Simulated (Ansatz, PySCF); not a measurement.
This PySCF input computes a CCSD(T)/cc-pVDZ energy:

```python
from pyscf import gto, scf, mp, cc as ccmod

mol = gto.M(
    atom='''
    C     0.00789295    0.76166946   -0.01439154
    C    -0.00789295   -0.76166946    0.01439154
    O     1.03758682    1.37942623   -0.02599294
    H    -0.99194739    1.23600258   -0.02342361
    O    -1.03758682   -1.37942623    0.02599294
    H     0.99194739   -1.23600258    0.02342361
    ''',
    basis='cc-pvdz',
    charge=0,
    spin=0,
    verbose=4,
)

mf = scf.RHF(mol)
mf.conv_tol = 1e-10
mf.max_cycle = 100
mf.kernel()
mp2 = mp.MP2(mf, frozen=4).run()
cc = ccmod.CCSD(mf, frozen=4)
cc.max_cycle = 100
cc.kernel()
et = cc.ccsd_t()
print(f'E(CCSD(T)) = {cc.e_tot + et:.9f}')
```

Q: Write an input for the same energy in Ansatz (a quantum-chemistry and plane-wave program) and say what it gives.

A: 
Ansatz 0.2 input:
```yaml
crystal:
  periodic: [false, false, false]
  atoms:
    - {symbol: C, position_ang: [0.00789295, 0.76166946, -0.01439154]}
    - {symbol: C, position_ang: [-0.00789295, -0.76166946, 0.01439154]}
    - {symbol: O, position_ang: [1.03758682, 1.37942623, -0.02599294]}
    - {symbol: H, position_ang: [-0.99194739, 1.23600258, -0.02342361]}
    - {symbol: O, position_ang: [-1.03758682, -1.37942623, 0.02599294]}
    - {symbol: H, position_ang: [0.99194739, -1.23600258, 0.02342361]}
basis:
  gaussian:
    orbitals: cc-pVDZ
magnetization: {spin_polarized: false}
correlation: {method: ccsd_t, electrons: outside_noble_gas}
```
It gives -227.26591 Eh, and PySCF -227.26591 Eh, a difference of 0.00 mEh.
